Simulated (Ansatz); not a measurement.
HPB⁺, triplet in 6-31G: errors against full CI

Geometry: that of the HPB, doublet, kept fixed.

| atom | x (Å) | y (Å) | z (Å) |
| --- | --- | --- | --- |
| B | 0.0000 | -0.1023 | 1.2468 |
| P | 0.0000 | -0.0022 | -0.4526 |
| H | 0.0000 | 1.1642 | 0.5345 |

Basis 6-31G; Ansatz 0.2.0. Only valence electrons are correlated (noble-gas cores frozen), which leaves 8 electrons in 18 orbitals. R marks a restricted (for open shells ROHF) determinant, U an unrestricted one. Active spaces: valence = (8e, 9o) chosen from the atoms' valence shells.

Full CI is exact within this basis and frozen core; it isn't the basis-set limit. The frozen core follows each run's orbitals, which can shift R against U totals by a few meV.

For open shells CISD and CISDTQ are restricted-active-space CI with the open shells as a complete middle space.

* UHF ⟨S²⟩: 2.008
* T1 diagnostic (RCCSD): 0.0334
* largest doubles amplitude (RCCSD): 0.065
* T1 diagnostic (UCCSD): 0.0307

| level | E − E(full CI) (kcal/mol) | share of correlation (%) | wall time |
| --- | --- | --- | --- |
| RHF | 68.41 | 0.00 | – |
| UHF | 67.23 | 1.72 | – |
| RMP2 | 16.54 | 75.83 | – |
| UMP2 | 16.40 | 76.03 | – |
| CISD | 5.60 | 91.81 | 0.36 s |
| RCCSD | 3.16 | 95.39 | – |
| UCCSD | 3.15 | 95.40 | – |
| RCCSD(T) | 0.77 | 98.88 | 0.6 s |
| UCCSD(T) | 0.77 | 98.88 | 0.57 s |
| BCCD(T) | 0.85 | 98.76 | 0.45 s |
| RCCSDT | 0.13 | 99.81 | – |
| UCCSDT | 0.12 | 99.82 | – |
| CISDTQ | 0.14 | 99.80 | 3.1 s |
| RCCSDT(Q) | 0.04 | 99.94 | 1.9 s |
| UCCSDT(Q) | 0.00 | 100.00 | 1.8 s |
| RCCSDTQ | 0.01 | 99.99 | 17 s |
| UCCSDTQ | 0.00 | 100.00 | 18 s |
| CASSCF (valence space) | 15.13 | 77.88 | – |
| NEVPT2 (valence space) | 3.94 | 94.24 | 2 s |
| MRCISD (valence space) | 0.35 | 99.49 | – |
| MRCISD+Q (valence space) | 0.12 | 99.83 | 3.1 s |

The correlation energy at full CI, counted from RHF, is -2.967 eV. That run took 21 s on 1 thread of Arm Neoverse V2, shared host over 4,681,152 determinants.

Times hold each run's SCF and search for its determinant on a shared host, so for small cases they say little of a method's own cost; they ran on 1 thread of Arm Neoverse V2. Some runs computed forces too.

The full-CI state has the irrep A'' of Cs, in the program's axes.

Natural occupations of full CI about the gap: 1.979 1.937 1.932 0.994 0.985 0.055 0.043 0.030 0.024 0.006; effectively unpaired electrons, Σ n²(2−n)², 2.06.
